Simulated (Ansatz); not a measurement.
Results of PBE in Ansatz (plane waves, PAW) for zinc-blende GaN (metastable phase).

The same calculation (at a fixed cell, not relaxed at this level and not confirmed as the measured one, 11.566 Å³/atom) with different numerical settings:

```csv
run,k mesh,gap on the mesh (eV),total energy (eV/atom),rough time
1,4×4×4,1.631,-2083.9239,under 3 core-s
2,6×6×6,1.649,-2083.9534,under 3 core-s
3,8×8×8,1.651,-2083.9554,under 3 core-s
4,12×12×12,1.651,-2083.9557,under 3 core-s
5,16×16×16,1.651,-2083.9557,4 core-s
6,20×20×20,1.651,-2083.9557,6 core-s
```

In the column total energy (eV/atom) the first row differs from the last by +0.0318 and the next to last by 0.0000.

The last row is no converged limit: other settings stay fixed.

Spin–orbit coupling is not included.

Ansatz is a quantum-chemistry and plane-wave program.
